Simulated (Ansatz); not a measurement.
**SiF+ (triplet): the correlation ladder, cc-pVTZ**

The task here is to estimate one member of a computed series from the others.

Program: Ansatz 0.2.0, Gaussian basis. Level of theory: cc-pVTZ, core rule «outside noble gas», up to 6 orbitals frozen. These are calculated values, not measurements.

To be run: UHF; CCSD(T) on ROHF; CCSD(T) on UHF; BCCD(T) on ROHF; CISD; CCSDT(Q) on ROHF; CCSDT(Q) on UHF.

10 further runs of the same task are left out: 4 for a known fault of the program, 2 that didn't finish, 4 set aside as unsound or not needed.

## The geometry

The geometry is a PBE0/def2-TZVP stationary point (not a proven minimum) of the parent state, kept for this charge and spin.

2 atoms, charge 1, spin multiplicity 3.

Atoms are counted from 1 here; the program's logs count them from 0.

Bond lengths: Si1–F2 1.536 Å.

Geometry (Å):

```xyz
2
FSi
Si    0.0000    0.0000    0.0000
F     0.0000    0.0000    1.5364
```

The first run:

Input file in.yaml:

```yaml
crystal:
  periodic: [false, false, false]
  atoms:
    - {symbol: Si, position_ang: [0.000000, 0.000000, 0.000000]}
    - {symbol: F, position_ang: [0.000000, 0.000000, 1.536400]}
basis:
  gaussian: {orbitals: cc-pVTZ}
total_charge: 1
magnetization: {spin_polarized: true, initial_magnetization: 2}
hamiltonian: {xc: hf}
output: {orbitals: {seedname: orbitals}}
```

Started as:

```bash
$ ansatz run in.yaml --threads 1 --pin off --events-out ev --progress --plain --max-ram 2393MiB
```

Steps of the session up to this table: UHF; CCSD(T) on ROHF; CCSD(T) on UHF; BCCD(T) on ROHF; CISD; CCSDT(Q) on ROHF; CCSDT(Q) on UHF.

One of the session's tables, all rows but one given; the rest of the session is left out.

It belongs to the step «Misses and costs». 

| method | from UCCSDT(Q) (kJ/mol) |
| --- | --- |
| ROHF | +804.2 |
| UHF | +801.2 |
| RMP2 | +37.2 |
| UMP2 | +36.1 |
| CISD | +61.8 |
| RCCSD | +28.3 |
| UCCSD | +28.0 |
| RCCSD(T) | +2.3 |
| UCCSD(T) | +2.1 |
| BCCD(T) | +2.1 |
| RCCSDT | +1.3 |
| UCCSDT | ? |
| RCCSDT(Q) | +0.8 |
| UCCSDT(Q) | 0 |

**Question.** Estimate the row for UCCSDT.

**Answer.** from UCCSDT(Q) (kJ/mol): +1.0. In the column «from UCCSDT(Q) (kJ/mol)» it lies between RCCSDT(Q) (+0.8) and RCCSDT (+1.3).

Limits of these values: Restricted and unrestricted rows rest on different reference determinants; where their highest levels disagree by more than a few hundredths of an eV, they describe different states and don't form one ladder.
